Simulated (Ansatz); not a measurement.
A made-up structure of C₂H₃S (charge +1), closed shell:

```xyz
6
angstrom
C -0.6477 -0.4061 -0.1297
C 0.3637 0.4378 -0.5267
S 0.6922 -0.6336 0.4182
H -1.6377 -0.9068 -0.0345
H 0.9360 1.2400 -1.0452
H 0.2935 0.2687 1.3178
```

It is relaxed with PBE-D4/def2-SVP and then PBE0-D4/def2-TZVP (Ansatz 0.2.0). Atoms count as bonded within 1.22 times the sum of their covalent radii (H–H: 0.88 Å). The end point is not checked to be a true minimum.

**Question.** Does its bonding change? (Judge from chemistry; the calculation decides.)

**Answer.** The calculation gives: No: no bond forms or breaks.

Where it ends: The first stage lowers the energy by 5.94 eV in 7 steps. It ends as C₂H₃S ([CH]1[CH][SH]1), total charge +1:
C1  (-0.676, -0.359, -0.280)
C2  (0.260, 0.422, -0.647)
S3  (0.804, -0.623, 0.725)
H4  (-1.658, -0.808, -0.325)
H5  (0.726, 1.180, -1.260)
H6  (0.544, 0.189, 1.787)
(Å)

Labels in which every atom is bracketed show which atoms are joined, not bond orders.

For scale, one of the runs: PBE0-D4/def2-TZVP relaxation, 117 basis functions, launched by `ansatz run in.yaml --threads 2 --pin off --events-out ev --progress --plain --max-ram 4352MiB`. The run took about 11 s on 2 CPU threads of an Arm Neoverse V1 (shared host).
